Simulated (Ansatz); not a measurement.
Crystal: Rb, bcc type, 1 atom in the cell.

Computed with r²SCAN, plane waves, all-electron PAW datasets generated for the crystal, point nucleus in Ansatz.

Cutoff 180 eV; k-mesh 9×9×9 Γ-centred; Fermi–Dirac smearing of 0.1 eV; no spin polarisation.

| V (Å³/atom) | a (Å) | E − E(min) (meV/atom) | P (GPa) |
| --- | --- | --- | --- |
| 83.975 | 5.5173 | 12.37 | 0.40 |
| 86.714 | 5.5766 | 6.59 | 0.28 |
| 89.452 | 5.6347 | 2.77 | 0.17 |
| 92.190 | 5.6917 | 0.64 | 0.08 |
| 94.929 | 5.7475 | 0.00 | 0.00 |

(1) Fit a third-order Birch–Murnaghan equation of state to the energies.

## Answers

(1) V₀ = 94.866 Å³/atom (a₀ = 5.746 Å), B₀ = 2.6 GPa, B₀′ = 3.71.

The stress includes the program's correction for the finite plane-wave basis.
